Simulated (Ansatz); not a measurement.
Input file:

```yaml
crystal:
  periodic: [false, false, false]
  atoms:
    - {symbol: Si, position_ang: [0.000000, 0.000000, 0.000000]}
    - {symbol: C, position_ang: [0.000000, 0.000000, 2.245000]}
basis:
  gaussian: {orbitals: 6-31G}
magnetization: {spin_polarized: false}
correlation: {method: ccsdt_q, electrons: outside_noble_gas}
```

```sh
$ ansatz run in.yaml --threads 1 --pin off --events-out ev --progress --plain --max-ram 2393MiB
```

Log:

```
455 factors; integrals over basis functions are off by at most 7.4e-8 eV
mean field evaluation 1: about -8882.9385 eV, gradient 6.3e0 eV
mean field evaluation 2: about -8882.9393 eV, gradient 6.3e0 eV
mean field evaluation 4: about -8883.1679 eV, gradient 1.3e0 eV
mean field evaluation 8: about -8883.2055 eV, gradient 2.4e-1 eV
mean field evaluation 16: about -8883.0503 eV, gradient 5.4e0 eV
mean field evaluation 32: about -8878.3778 eV, gradient 8.5e0 eV
mean field evaluation 64: about -8881.5029 eV, gradient 1.4e0 eV
mean field evaluation 96: about -8880.7722 eV, gradient 6.7e0 eV
mean field evaluation 128: about -8870.4774 eV, gradient 1.7e1 eV
mean field evaluation 160: about -8879.2471 eV, gradient 9.2e-4 eV
...
mean field -8883.20801389 eV, -326.4518732558 hartree, gradient 3.1e-6 eV, S^2 0.000000; 8 other end points of the search recorded, 0 dependent functions left out; unrestricted orbitals would lower it
determinant -8883.20801389 eV, -326.4518732558 hartree, with singles and doubles -8887.69847019 eV, -326.6168944811 hartree
determinant -8881.40089044 eV, -326.3854626941 hartree, with singles and doubles -8886.99637777 eV, -326.5910930607 hartree
determinant -8881.06731132 eV, -326.3732038875 hartree, with singles and doubles -8887.08599252 eV, -326.5943863418 hartree
...
unrestricted determinant -8885.12396366 eV, -326.5222831112 hartree, S^2 1.8650
6 core orbitals not correlated: weight in the atoms' cores, before any rotation towards them, 1.000 or more for the frozen orbitals, at most 0.000 for the correlated occupied ones
reference -8883.20801389 eV, -326.4518732558 hartree; 4, 4 occupied and 12, 12 virtual orbitals, 455 factors
second order -3.78042536 eV of doubles, -0.00000000 eV of singles
...
cycle  30  -4.71900112 eV  change   -1.8e-5 eV  update   1.5e-5
cycle  31  -4.71901532 eV  change   -1.4e-5 eV  update   1.0e-5
cycle  32  -4.71902177 eV  change   -6.5e-6 eV  update   6.2e-6
cycle  33  -4.71902476 eV  change   -3.0e-6 eV  update   4.1e-6
cycle  34  -4.71902163 eV  change    3.1e-6 eV  update   2.8e-6
cycle  35  -4.71901881 eV  change    2.8e-6 eV  update   1.6e-6
cycle  36  -4.71902071 eV  change   -1.9e-6 eV  update   7.7e-7
cycle  37  -4.71902120 eV  change   -4.9e-7 eV  update   4.4e-7
cycle  38  -4.71902255 eV  change   -1.3e-6 eV  update   2.9e-7
cycle  39  -4.71902228 eV  change    2.7e-7 eV  update   2.5e-7
perturbative correction -0.05794976 eV, -0.0021296145 hartree
WARN: these amplitudes may be one of several solutions (largest doubles amplitude 0.33, level shift 1.28 eV)
Total energy: -8887.98498594 eV, -326.6274237406 hartree
```

The T1 diagnostic is 0.037.

For the same geometry and basis full CI lies 45.9 meV lower. By full CI's occupations no single determinant describes the state well. The program flagged this run's energy as in doubt. The determinant fills πx and πy unequally, so it is a mixture of Σ and Δ. RHF is unstable: UHF (⟨S²⟩ = 1.86) lies 1.92 eV below the lowest RHF solution. Higher spins weren't run at this geometry and may lie near or lower.

Ran on 1 thread of Arm Neoverse V2, shared host: 1.3 s wall, 0.16 GiB peak host memory.
